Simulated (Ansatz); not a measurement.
For Ta (model structure, started from the beta-Sn type, I4₁/amd, No. 141, 2 atoms in the cell), PBE (Ansatz, a first-principles code, PAW) gives:

| Item | Result |
|---|---|
| lattice parameter a | 5.289 Å |
| c axis length | 2.815 Å |

Q: What does r²SCAN (plane waves, PAW; Ansatz) give for the same quantities?

A: 
- lattice constant a: 5.256 Å (drops by 0.6 %)
- lattice parameter c: 2.802 Å (falls by 0.5 %)

Changes are worked out from the printed values.

Unless a cell is named, each level is at its own relaxed cell (PBE 19.68, r²SCAN 19.35 Å³/atom).

Levels without +SOC leave out spin–orbit coupling, which shifts energies and cells of such heavy elements.

Ansatz's density-functional and Hartree–Fock values are scalar-relativistic unless marked +SOC, with PAW data made under PBE.

A model structure was made by putting elements into a prototype or built by hand; it is no filed structure, need not be a known phase, and can be a saddle point held by its symmetry.
